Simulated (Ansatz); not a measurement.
# AlHO2: the cost of one run

Program: Ansatz 0.2.0, Gaussian basis. Level of theory: def2-TZVPP, core rule «outside noble gas», up to 7 orbitals frozen. These are calculated values, not measurements.

The runs, in order: UHF; ROHF; CCSD(T) on UHF.

2 further runs of the same task are left out: 2 set aside as unsound or not needed.

**1. What is computed**

The geometry is a PBE0/def2-TZVP stationary point (not a proven minimum) of the parent state, kept for this charge and spin.

4 atoms, charge 1, spin multiplicity 2.

Atoms are counted from 1 here; the program's logs count them from 0.

Bond lengths: O1–Al2 1.733 Å, Al2–O3 1.733 Å, Al2–H4 1.570 Å. Angles: O1–Al2–O3 118.9°, O1–Al2–H4 120.6°, O3–Al2–H4 120.6°.

**2. UHF**

The input, in.yaml:

```yaml
crystal:
  periodic: [false, false, false]
  atoms:
    - {symbol: O, position_ang: [0.000000, -0.437572, 1.491900]}
    - {symbol: Al, position_ang: [0.000000, 0.443728, 0.000000]}
    - {symbol: O, position_ang: [0.000000, -0.437572, -1.491900]}
    - {symbol: H, position_ang: [0.000000, 2.013330, 0.000000]}
basis:
  gaussian: {orbitals: def2-TZVPP}
total_charge: 1
magnetization: {spin_polarized: true, initial_magnetization: 1}
hamiltonian: {xc: hf}
output: {orbitals: {seedname: orbitals}}
```

Launch:

```sh
> ansatz run in.yaml --threads 1 --pin off --events-out ev --progress --plain --max-ram 3968MiB --backend cpu
```

Q: Estimate wall time and peak memory on 1 thread of AMD EPYC 7R13, shared host.

About 23 s, with a peak of 0.28 GiB.
